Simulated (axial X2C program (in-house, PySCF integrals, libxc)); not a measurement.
**Nuclear properties of MgH**

Calculated with an axial X2C code built on PySCF integrals: two-component X2C with atomic mean-field Coulomb and Gaunt terms, Gaussian nuclei, basis Mg dyall-cv3z, H dyall-v3z with contracted cores.

R = 1.740 Å (near the PBE0 minimum at charge 0 of the determinant lowest at the starting distance; the state shown can have its own minimum elsewhere).

Determinant lowest in the PBE0 search, Ω = 1/2 (⟨Sz⟩ = 0.50, ⟨Lz⟩ = 0.00 at PBE0), spin on the atoms Mg 0.39, H 0.11:

| level | Eeff magnitude (GV/cm) | Ws magnitude Mg (kHz) | A∥/gI Mg (MHz) | qzz Mg (a.u.) | A∥/gI H (MHz) | qzz H (a.u.) | μ (D) |
| --- | --- | --- | --- | --- | --- | --- | --- |
| PBE0 | 0.0707 | 0.0554 | 557 | -0.68 | 57.1 | 0.06 | -1.30 |
| HF | 0.075 | 0.0587 | 590 | -0.77 | 52.6 | 0.06 | -1.46 |
| BHandHLYP | 0.0789 | 0.0617 | 610 | -0.70 | 66.7 | 0.06 | -1.45 |
| r2SCAN | 0.0781 | 0.0609 | 604 | -0.69 | 63.6 | 0.06 | -1.36 |
| TPSSh | 0.0695 | 0.0543 | 541 | -0.68 | 58.9 | 0.06 | -1.22 |

Determinant 2.40 eV from it at PBE0 and this distance, Ω = 3/2 (⟨Sz⟩ = 0.50, ⟨Lz⟩ = 1.00 at PBE0), spin on the atoms Mg 0.59, H -0.09:

| level | Eeff magnitude (GV/cm) | Ws magnitude Mg (kHz) | A∥/gI Mg (MHz) | qzz Mg (a.u.) | A∥/gI H (MHz) | qzz H (a.u.) | μ (D) |
| --- | --- | --- | --- | --- | --- | --- | --- |
| PBE0 | 0.000415 | 0.000101 | 118 | 0.06 | -14.9 | 0.06 | -2.93 |
| HF | 0.00525 | 0.00135 | 269 | 0.05 | -47.4 | 0.07 | -2.56 |
| BHandHLYP | 0.000212 | 6.66e-05 | 130 | 0.04 | -16.3 | 0.06 | -3.13 |
| r2SCAN | 0.00222 | 0.000571 | 168 | 0.06 | -23.4 | 0.06 | -2.92 |
| TPSSh | 0.000439 | 0.000102 | 106 | 0.05 | -13.1 | 0.06 | -2.96 |

Eeff is the effective electric field on the electron electric dipole moment in this Ω state and Ws the scalar–pseudoscalar constant of the nucleus named (defined with the proton number Z and per Ω); A∥ (defined per Ω) follows by multiplying with gI = μI/(I μN); qzz is the electric field gradient, eQq0 = 234.96 MHz × Q/barn × qzz; μ is positive if the H end (last atom) is positive. The operators were transformed with the bare-nucleus X2C matrices; with these basis sets, hyperfine constants and field gradients can be off by tens of per cent, and where levels differ in sign neither size nor sign is settled.

(1) With gI(25Mg) = -0.3422, Q(25Mg) = 0.1994 barn, gI(1H) = 5.5857 (g factors from the IAEA table of nuclear moments by Stone; Q from Pyykkö, Mol. Phys. 2018), turn the PBE0 values of the first state into constants in MHz.

Each state is one determinant with collinear spin. Unrestricted Hartree–Fock can overshoot spin polarisation at the nuclei. In the state Ω = 3/2 the sign of Eeff differs between levels (HF, BHandHLYP against PBE0). Where Eeff spreads by more than a factor of two the levels disagree and none is to be relied on. The search compared states at one distance, so a state with another bond length can lie lower. The sign of Ws at Mg differs between levels in the second state. PBE0 term energies can be off by some tenths of an eV.

## Answers

(1) A∥(25Mg) = 557 × -0.3422 = -191 MHz; eQq0(25Mg) = 234.96 × (0.1994) × (-0.68) = -31.9 MHz; A∥(1H) = 57.1 × 5.5857 = 319 MHz.
